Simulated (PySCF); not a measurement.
**Continuum solvent and chemical shifts**

Bonds (- single, = double, # triple, : aromatic): C1#C2 1.214 Å, C2-S3 1.689 Å. C1 carries H4; S3 carries H5.

GIAO PBE0/pcSseg-1 in PySCF 2.14.0 with density-fitted response routines on one PBE0-D3(BJ)/def2-SVP conformer, non-relativistic, equivalent nuclei averaged. Solvents enter as an IEF-PCM continuum (chloroform with ε = 4.7) around the gas-phase geometry. Shifts are referred to TMS, CS2 computed in the same medium.

Gas phase, δ in ppm: C1 87.1, C2 70.3, S3 -116.4, H5 3.18, H4 2.39. Dipole moment 1.05 D.

Problem. How does each δ change in the continuum?

Solution. 
| atoms | environment | Δδ, chloroform |
| --- | --- | --- |
| C1 | terminal alkyne carbon | +0.7 |
| C2 | alkyne carbon | +2.1 |
| S3 | thiol sulfur | -12.5 |
| H5 | hydrogen on a thiol sulfur | +0.72 |
| H4 | hydrogen on a terminal alkyne carbon | +0.27 |

Changes are relative to the gas phase. The dipole moment becomes 1.28 D in chloroform.

Problem. Which nuclei move most (in ppm), and what does the model miss?

Solution. S3 (thiol sulfur, -12.5 ppm) in chloroform. A continuum only polarises the solute; specific hydrogen bonds, the anisotropy of aromatic solvents and changes of geometry or conformer are outside it.
